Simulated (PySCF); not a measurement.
Vinyl ether, C4H6O.
SMILES with atom numbers: `[CH2:1]=[CH:2][O:3][CH:4]=[CH2:5]` (hydrogens: H6, H7 on C1; H8 on C2; H9 on C4; H10, H11 on C5)

Structure used (GFN2-xTB), in Å, numbered top down from 1:
```xyz
11
C4H6O angstrom
C     -2.351   -0.219    0.058
C     -1.069   -0.465    0.277
O     -0.089    0.324   -0.228
C      1.200    0.006    0.042
C      2.210    0.726   -0.419
H     -3.109   -0.857    0.469
H     -2.664    0.622   -0.534
H     -0.737   -1.311    0.872
H      1.352   -0.876    0.660
H      3.224    0.462   -0.191
H      2.039    1.592   -1.032
```

Computed with B3LYP/def2-SVPD in PySCF (dipole) on a GFN2-xTB geometry, gas phase.

Take the most abundant isotopes and a rigid rotor. The values belong to one conformer with, in the numbering `[CH2:1]=[CH:2][O:3][CH:4]=[CH2:5]`, C1–C2–O3–C4 180°, C2–O3–C4–C5 180°.

(1) What are A, B and C (cm⁻¹)?

(2) What kind of rotor is it?

(3) What does the inertial defect say?

(4) Predict some low-J microwave lines.

Results:

(1) Ia = 14.21, Ib = 199.46, Ic = 213.67 u·Å²; 505379 MHz·u·Å²/I gives 35569, 2534 and 2365 MHz, that is A = 1.18645, B = 0.08452, C = 0.07890 cm⁻¹.

(2) A near-prolate asymmetric top. Ray's parameter κ = (2B − A − C)/(A − C) = -0.990; −1 is the prolate and +1 the oblate limit.

(3) Planar: Δ = Ic − Ia − Ib = 0.00 u·Å². For a rigid frame Δ = −2 Σ m c², so it vanishes when all atoms lie in the ab plane; here none is more than 0.01 Å from it.

(4) The dipole components are |μa| = 0.00 D, |μb| = 1.20 D, |μc| = 0.00 D; the symmetry axis of this C2v structure is b, so μa and μc vanish by symmetry and there are no a-type or c-type lines. Some lines, for components of 0.1 D or more:

```
type  branch         J(Ka,Kc)     MHz  lower level (cm⁻¹)
   b       Q  1(1,0) ← 1(0,1)   33204               0.163
   b       Q  3(1,2) ← 3(0,3)   33628               0.980
   b       Q  4(1,3) ← 4(0,4)   33970               1.634
   b       Q  5(1,4) ← 5(0,5)   34401               2.450
   b       R  1(1,1) ← 0(0,0)   37934               0.000
   b       R  2(1,2) ← 1(0,1)   42665               0.163
   b       Q  5(2,3) ← 5(1,4)   98120               3.598
   b       R  2(2,0) ← 1(1,1)  109241               1.265
   b       R  3(2,2) ← 2(1,1)  113802               1.603
   b       R  4(2,3) ← 3(1,2)  118449               2.102
   b       R  4(2,2) ← 3(1,3)  119469               2.068
   b       R  5(2,3) ← 4(1,4)  124718               2.711
   b       Q  5(3,2) ← 5(2,3)  165580               6.871
   b       Q  3(3,1) ← 3(2,2)  165597               5.399
   b       Q  4(3,2) ← 4(2,3)  165599               6.053
   b       R  3(3,1) ← 2(2,0)  180294               4.909
   b       R  3(3,0) ← 2(2,1)  180294               4.909
   b       R  5(3,2) ← 4(2,3)  190096               6.053
   b       Q  5(4,2) ← 5(3,3)  231834              12.394
   b       Q  4(4,0) ← 4(3,1)  231835              11.577
   b       Q  4(4,1) ← 4(3,2)  231835              11.577
   b       R  4(4,0) ← 3(3,1)  251432              10.923
   b       R  5(4,1) ← 4(3,2)  256331              11.577
   b       Q  5(5,0) ← 5(4,1)  298073              20.127
   b       R  5(5,1) ← 4(4,0)  322570              19.310
   b       R  5(5,0) ← 4(4,1)  322570              19.310
```

Not checked by GFN2-xTB frequencies. Zero-point vibration and centrifugal distortion are left out.

The run took 10 s wall on one thread, Arm Neoverse V2 (shared host). This is the B3LYP/def2-SVPD job that gave the dipole, with the excitations it also computed.
